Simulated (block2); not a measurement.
**NO+ (SMILES N#[O+]): DMRG/ANO-RCC-MB**

What is the vertical singlet–triplet gap of NO+ at DMRG/ANO-RCC-MB? 

Program for the calculation: block2 0.5.4.

3 further runs of the same task are left out: 3 set aside as unsound or not needed.

**1. The system as given**

The species is NO+ (2 atoms), meant as a singlet with charge +1. SMILES: `N#[O+]`. Geometry: the measured bond length.

Bond lengths: N1–O2 1.063 Å.

**2. The energy at DMRG/ANO-RCC-MB**

Contents of run_dmrg.py:

```python
import numpy as np
from pyscf import cc, dft, gto, mcscf, mp, scf
from pyblock2._pyscf.ao2mo import integrals as itg
from pyblock2.driver.core import DMRGDriver, SymmetryTypes
from scipy.stats import linregress

mol = gto.M(atom=[
    ("N", (0.000000, 0.000000, 0.000000)),
    ("O", (0.000000, 0.000000, 1.063220)),
], basis="ano-rcc-mb", charge=1, verbose=4)
print("nao                           : %d" % (mol.nao))
mf = scf.RHF(mol)
mf.conv_tol = 1e-10
mf.max_cycle = 200
mf.kernel()
if not mf.converged:
    mf = mf.newton().run(mf.mo_coeff, mf.mo_occ)
print(f"E(HF)                         : {mf.e_tot:.10f}")
ref = mf
pt = mp.MP2(ref, frozen=2).run()
mycc = cc.CCSD(ref, frozen=2)
mycc.max_cycle = 150
mycc.kernel()
print("MP2 total energy              : %.10f" % (pt.e_tot))
if mycc.converged:
    print(f"E(CCSD)                       : {mycc.e_tot:.10f}")
    print(f"CCSD(T) total energy          : {mycc.e_tot + mycc.ccsd_t():.10f}")
    print(f"T1 diagnostic                 : {mycc.get_t1_diagnostic():.4f}")
ks = dft.RKS(mol, xc="r2scan").set(conv_tol=1e-9, verbose=3).run()
if ks.converged:
    print(f"E(r2SCAN)                     : {ks.e_tot:.8f}")
ks = dft.RKS(mol, xc="blyp").set(conv_tol=1e-9, verbose=3).run()
if ks.converged:
    print(f"E(BLYP)                       : {ks.e_tot:.8f}")
ks = dft.RKS(mol, xc="wb97x").set(conv_tol=1e-9, verbose=3).run()
if ks.converged:
    print(f"E(wB97X)                      : {ks.e_tot:.8f}")
ks = dft.RKS(mol, xc="b3lyp").set(conv_tol=1e-9, verbose=3).run()
if ks.converged:
    print(f"E(B3LYP)                      : {ks.e_tot:.8f}")
ks = dft.RKS(mol, xc="revpbe").set(conv_tol=1e-9, verbose=3).run()
if ks.converged:
    print(f"E(revPBE)                     : {ks.e_tot:.8f}")
occ_no, mo = mcscf.addons.make_natural_orbitals(mp.MP2(mf, frozen=2).run())
mf.mo_coeff = mo
ncas, n_elec, spin, ecore, h1e, g2e, orb_sym = itg.get_rhf_integrals(mf, ncore=2, ncas=8, pg_symm=False, g2e_symm=8)
dmrg = DMRGDriver(scratch="./tmp", symm_type=SymmetryTypes.SU2, stack_mem=1500 << 20, n_threads=1)
dmrg.initialize_system(n_sites=ncas, n_elec=n_elec, spin=spin, orb_sym=orb_sym)
mpo = dmrg.get_qc_mpo(h1e=h1e, g2e=g2e, ecore=ecore, iprint=0)
occs = np.array([1.8] * 5 + [0.2] * 3)
psi = dmrg.get_random_mps(tag="GS", bond_dim=12, nroots=1, occs=occs)
bond_dims = [12] * 2 + [25] * 2 + [50] * 3 + [100] * 4
noises = [0.001] * 2 + [0.0001] * 2 + [0.0001] * 3 + [1e-05] * 4 + [0]
thrds = [1e-08] * 11
e = dmrg.dmrg(mpo, psi, n_sweeps=17, tol=1e-06, bond_dims=bond_dims, noises=noises, thrds=thrds, iprint=1)
ms, dws, es = dmrg.get_dmrg_results()
print("max discarded weight          : %.3e" % (dws[-1]))
print(f"final energy                  : {e:.10f}")
dm1 = dmrg.get_1pdm(psi)
print("NOONs                         :", np.round(np.linalg.eigvalsh(dm1)[::-1], 5).tolist())
c_act = mf.mo_coeff[:, 2:10]
dm_ao = c_act @ dm1 @ c_act.T + 2 * mf.mo_coeff[:, :2] @ mf.mo_coeff[:, :2].T
print("dipole moment (debye)         :", np.round(scf.hf.dip_moment(mol, dm_ao, verbose=0), 4).tolist())
print(f"max block entropy             : {max(dmrg.get_bipartite_entanglement(psi)):.4f}")
psi = dmrg.adjust_mps(psi, dot=2)[0]
back = [90, 75, 60, 45]
dmrg.dmrg(mpo, psi, n_sweeps=4 * len(back), tol=0, bond_dims=[m for m in back for _ in range(4)], noises=[0] * (4 * len(back)), thrds=[1e-9] * (4 * len(back)), iprint=1)
ms, dws, es = dmrg.get_dmrg_results()
ms, dws, es = ms[3::4], dws[3::4], np.array(es)[3::4, 0]
fit = linregress(dws, es)
print("M values                      :", np.round(ms, 1).tolist())
print("discarded weights             :", np.round(dws, 12).tolist())
print("E(M)                          :", np.round(es, 9).tolist())
print("E(DW -> 0)                    : %.8f" % (fit.intercept))
print("extrapolation error           : %.3e" % (abs(fit.intercept - es.min()) / 5))
ci = mcscf.CASCI(mf, 8, (5, 5))
ci.fix_spin_(ss=0)
ci.fcisolver.conv_tol = 1e-10
ci.fcisolver.max_cycle = 200
ci.kernel()
print(f"exact diagonalisation         : {ci.e_tot:.10f}")
```

Started as:

```
$ python run_dmrg.py
```

Log:

```text
[INPUT] verbose = 4
[INPUT] num. atoms = 2
[INPUT] num. electrons = 14
[INPUT] charge = 1
[INPUT] spin (= nelec alpha-beta = 2S) = 0
[INPUT] symmetry False subgroup None
[INPUT] Mole.unit = angstrom
[INPUT] Symbol           X                Y                Z      unit          X                Y                Z       unit  Magmom
[INPUT]  1 N      0.000000000000   0.000000000000   0.000000000000 AA    0.000000000000   0.000000000000   0.000000000000 Bohr   0.0
[INPUT]  2 O      0.000000000000   0.000000000000   1.063220000000 AA    0.000000000000   0.000000000000   2.009194610160 Bohr   0.0

nuclear repulsion = 27.8718645355806
number of shells = 4
number of NR pGTOs = 82
number of NR cGTOs = 10
basis = ano-rcc-mb
ecp = {}
CPU time:         0.82
nao                           : 10

[... 35 lines left out ...]
converged SCF energy = -128.55883699323
[... 34 lines left out ...]
CCSD converged
[... 4 lines left out ...]
CCSD(T) total energy          : -128.7156809644
[... 21 lines left out ...]
converged SCF energy = -129.175782349678
[... 21 lines left out ...]
converged SCF energy = -129.176216630768
[... 58 lines left out ...]
max discarded weight          : 7.206e-20
[... 2 lines left out ...]
dipole moment (debye)         : [-0.0, 0.0, 2.0108]
[... 47 lines left out ...]
Sweep =   15 | Direction = backward | Bond dimension =   45 | Noise =  0.00e+00 | Dav threshold =  1.00e-09
Time elapsed =      1.622 | E =    -128.7174661206 | DE = 0.00e+00 | DW = 9.47422e-18

M values                      : [90, 75, 60, 45]
discarded weights             : [0.0, 0.0, 0.0, 0.0]
E(M)                          : [-128.717466121, -128.717466121, -128.717466121, -128.717466121]
E(DW -> 0)                    : -128.71746612
extrapolation error           : 3.240e-13

******** <class 'pyscf.mcscf.casci.CASCI'> ********
CAS (5e+5e, 8o), ncore = 2, nvir = 0
natorb = False
canonicalization = True
sorting_mo_energy = False
max_memory 1800 MB (current use 291 MB)
******** <class 'pyscf.fci.addons.SpinPenaltyFCISolver'> ********
max. cycles = 200
conv_tol = 1e-10
davidson only = True
linear dependence = 1e-12
level shift = 0.001
max iter space = 12
max_memory 1800 MB
nroots = 1
pspace_size = 400
spin = None
Density matrix diagonal elements [1.99647926 1.97827462 1.97597764 1.93424545 1.93424545 0.07923081
 0.07923081 0.02231594]
CASCI converged
CASCI E = -128.717466120809  E(CI) = -39.8139401162805  S^2 = 0.0000000
exact diagonalisation         : -128.7174661208
```

Run time: 6.9 s. Hardware: 1 thread of Arm Neoverse V2, shared host; peak memory 0.28 GiB.

**3. The triplet: a single-point energy at DMRG/ANO-RCC-MB**

Contents of block2_dmrg.py:

```python
import numpy as np
from pyscf import cc, dft, gto, mcscf, mp, scf
from pyblock2._pyscf.ao2mo import integrals as itg
from pyblock2.driver.core import DMRGDriver, SymmetryTypes

geom = """
N      0.000000     0.000000     0.000000
O      0.000000     0.000000     1.063220
"""
mol = gto.M(
    atom=geom,
    basis="ano-rcc-mb",
    charge=1,
    spin=2,
    verbose=4,
)
print("basis functions: %d" % (mol.nao))
mf = scf.ROHF(mol)
mf.conv_tol = 1e-10
mf.max_cycle = 200
mf.kernel()
if not mf.converged:
    mf = mf.newton().run(mf.mo_coeff, mf.mo_occ)
print("SCF energy: %.10f" % (mf.e_tot))
# MP2, CCSD and CCSD(T) with the same frozen core
ref = scf.UHF(mol).run(mf.make_rdm1(), conv_tol=1e-10)
pt = mp.MP2(ref, frozen=2).run()
mycc = cc.CCSD(ref, frozen=2)
mycc.max_cycle = 150
mycc.kernel()
print("E(MP2): %.10f" % (pt.e_tot))
if mycc.converged:
    print(f"CCSD total energy: {mycc.e_tot:.10f}")
    print("CCSD(T) total energy: %.10f" % (mycc.e_tot + mycc.ccsd_t()))
# a few density functionals on the same geometry and basis
ks = dft.UKS(mol, xc="r2scan").set(conv_tol=1e-9, verbose=3).run(mf.make_rdm1())
if ks.converged:
    print("E(r2SCAN): %.8f" % (ks.e_tot))
ks = dft.UKS(mol, xc="blyp").set(conv_tol=1e-9, verbose=3).run(mf.make_rdm1())
if ks.converged:
    print("E(BLYP): %.8f" % (ks.e_tot))
ks = dft.UKS(mol, xc="wb97x").set(conv_tol=1e-9, verbose=3).run(mf.make_rdm1())
if ks.converged:
    print("E(wB97X): %.8f" % (ks.e_tot))
ks = dft.UKS(mol, xc="b3lyp").set(conv_tol=1e-9, verbose=3).run(mf.make_rdm1())
if ks.converged:
    print("E(B3LYP): %.8f" % (ks.e_tot))
ks = dft.UKS(mol, xc="revpbe").set(conv_tol=1e-9, verbose=3).run(mf.make_rdm1())
if ks.converged:
    print(f"E(revPBE): {ks.e_tot:.8f}")
# rotate to MP2 natural orbitals
occ_no, mo = mcscf.addons.make_natural_orbitals(mp.MP2(mf.to_uhf(), frozen=2).run())
mf.mo_coeff = mo
ncas, n_elec, spin, ecore, h1e, g2e, orb_sym = itg.get_rhf_integrals(mf, ncore=2, ncas=8, pg_symm=False, g2e_symm=1)
driver = DMRGDriver(scratch="./tmp", symm_type=SymmetryTypes.SU2, stack_mem=1500 << 20, n_threads=1)
# orbital ordering
idx = driver.orbital_reordering(h1e, g2e, method="fiedler")
print("orbital order:", idx.tolist())
h1e = h1e[np.ix_(idx, idx)]
g2e = g2e[np.ix_(idx, idx, idx, idx)]
orb_sym = np.array(orb_sym)[idx]
driver.initialize_system(n_sites=ncas, n_elec=n_elec, spin=spin, orb_sym=orb_sym)
mpo = driver.get_qc_mpo(h1e=h1e, g2e=g2e, ecore=ecore, iprint=0)
occs = np.array([1.7] * 4 + [1.0] * 2 + [0.3] * 2)[idx]
ket = driver.get_random_mps(tag="GS", bond_dim=12, nroots=1, occs=occs)
bond_dims = [12] * 2 + [25] * 3 + [50] * 3 + [100] * 2
noises = [0.001] * 2 + [0.0001] * 3 + [0.0001] * 3 + [1e-05] * 2 + [0]
thrds = [1e-09] * 10
e = driver.dmrg(mpo, ket, n_sweeps=16, tol=1e-06, bond_dims=bond_dims, noises=noises, thrds=thrds, iprint=2)
ms, dws, es = driver.get_dmrg_results()
print("DW: %.3e" % (dws[-1]))
print(f"total energy: {e:.10f}")
dm1 = driver.get_1pdm(ket)
print("NOONs:", np.round(np.linalg.eigvalsh(dm1)[::-1], 5).tolist())
c_act = mf.mo_coeff[:, 2:10][:, idx]
dm_ao = c_act @ dm1 @ c_act.T + 2 * mf.mo_coeff[:, :2] @ mf.mo_coeff[:, :2].T
print("dipole / D:", np.round(scf.hf.dip_moment(mol, dm_ao, verbose=0), 4).tolist())
print("max block entropy: %.4f" % (max(driver.get_bipartite_entanglement(ket))))
csf, coef = driver.get_csf_coefficients(ket, cutoff=0.1, iprint=1)
print("c0^2: %.4f" % (np.max(np.abs(coef)) ** 2))
# exact diagonalisation in the same space
ci = mcscf.CASCI(mf, 8, (6, 4))
ci.fix_spin_(ss=2)
ci.fcisolver.conv_tol = 1e-10
ci.fcisolver.max_cycle = 200
ci.kernel()
print(f"exact diagonalisation: {ci.e_tot:.10f}")
```

Started as:

```
$ python block2_dmrg.py
```

Log:

```text
[INPUT] verbose = 4
[INPUT] num. atoms = 2
[INPUT] num. electrons = 14
[INPUT] charge = 1
[INPUT] spin (= nelec alpha-beta = 2S) = 2
[INPUT] symmetry False subgroup None
[INPUT] Mole.unit = angstrom
[INPUT] Symbol           X                Y                Z      unit          X                Y                Z       unit  Magmom
[INPUT]  1 N      0.000000000000   0.000000000000   0.000000000000 AA    0.000000000000   0.000000000000   0.000000000000 Bohr   0.0
[INPUT]  2 O      0.000000000000   0.000000000000   1.063220000000 AA    0.000000000000   0.000000000000   2.009194610160 Bohr   0.0

nuclear repulsion = 27.8718645355806
number of shells = 4
number of NR pGTOs = 82
number of NR cGTOs = 10
basis = ano-rcc-mb
ecp = {}
CPU time:         0.54
basis functions: 10

[... 217 lines left out ...]
WARN: HOMO -0.755145516023479 >= LUMO -0.938297273108873
[... 72 lines left out ...]
WARN: HOMO -0.726309918477675 >= LUMO -0.877726641624092
[... 60 lines left out ...]
 <-- Site =    0-   1 .. Mmps =   12 Ndav =   2 E =   -128.4773978255 Error = 1.63e-06 FLOPS = 5.82e+07 Tdav = 0.00 T = 0.00
[... 57 lines left out ...]
 <-- Site =    6-   7 .. Mmps =    3 Ndav =   1 E =   -128.4829023625 Error = 0.00e+00 FLOPS = 1.31e+08 Tdav = 0.00 T = 0.00
[... 48 lines left out ...]
 --> Site =    1-   2 .. Mmps =   16 Ndav =   1 E =   -128.4829559681 Error = 0.00e+00 FLOPS = 1.05e+09 Tdav = 0.00 T = 0.01
[... 31 lines left out ...]
 --> Site =    1-   2 .. Mmps =   16 Ndav =   1 E =   -128.4829559952 Error = 0.00e+00 FLOPS = 1.53e+09 Tdav = 0.00 T = 0.02
 --> Site =    2-   3 .. Mmps =   54 Ndav =   1 E =   -128.4829559952 Error = 6.22e-22 FLOPS = 2.41e+09 Tdav = 0.00 T = 0.03
 --> Site =    3-   4 .. Mmps =   89 Ndav =   1 E =   -128.4829559952 Error = 2.88e-20 FLOPS = 2.72e+09 Tdav = 0.00 T = 0.03
 --> Site =    4-   5 .. Mmps =   87 Ndav =   1 E =   -128.4829559952 Error = 3.36e-20 FLOPS = 2.20e+09 Tdav = 0.00 T = 0.05
 --> Site =    5-   6 .. Mmps =   31 Ndav =   1 E =   -128.4829559952 Error = 1.37e-21 FLOPS = 1.30e+09 Tdav = 0.00 T = 0.02
 --> Site =    6-   7 .. Mmps =    7 Ndav =   1 E =   -128.4829559952 Error = 6.53e-22 FLOPS = 2.08e+08 Tdav = 0.00 T = 0.01
[... 16 lines left out ...]
Sum of weights of included CSF =    0.931152952263903
[... 1 line left out ...]
CSF          0 02-022-2  =   -0.934386762799673
CSF          1 -+-022-2  =    0.172833015684848
CSF          2 20-022-2  =    0.131998422887249
CSF          3 -+-0222-  =    0.103824345956094
c0^2: 0.8731

******** <class 'pyscf.mcscf.casci.CASCI'> ********
CAS (6e+4e, 8o), ncore = 2, nvir = 0
natorb = False
canonicalization = True
sorting_mo_energy = False
max_memory 1800 MB (current use 271 MB)
******** <class 'pyscf.fci.addons.SpinPenaltyFCISolver'> ********
max. cycles = 200
conv_tol = 1e-10
davidson only = True
linear dependence = 1e-12
level shift = 0.001
max iter space = 12
max_memory 1800 MB
nroots = 1
pspace_size = 400
spin = None
Density matrix diagonal elements [1.98867596 1.97656065 1.95892542 1.90603535 1.02248661 1.02709342
 0.10212219 0.01810041]
CASCI converged
CASCI E = -128.482955995282  E(CI) = -39.5798084445834  S^2 = 2.0000000
exact diagonalisation: -128.4829559953
```

Wall time 6.6 s (1 thread of Arm Neoverse V2, shared host); peak memory 0.26 GiB.

**4. Summary of results**

At DMRG/ANO-RCC-MB, 2 core orbitals frozen:

| quantity | value |
| --- | --- |
| run 1, DMRG/ANO-RCC-MB: total energy | -128.71747 Eh |
| run 1, DMRG/ANO-RCC-MB: T1 diagnostic of the CCSD step | 0.017 |
| triplet: total energy | -128.48296 Eh |
| vertical energy of the triplet above the singlet | 6.381 eV |

In words: At this shape the triplet lies 6.38 eV (616 kJ/mol) above the singlet. In a minimal basis such a difference can be off by several eV, whatever the method. The basis (run 1, DMRG/ANO-RCC-MB) was made for a relativistic Hamiltonian, but the run is non-relativistic. The basis (triplet) was made for a relativistic Hamiltonian, but the run is non-relativistic.
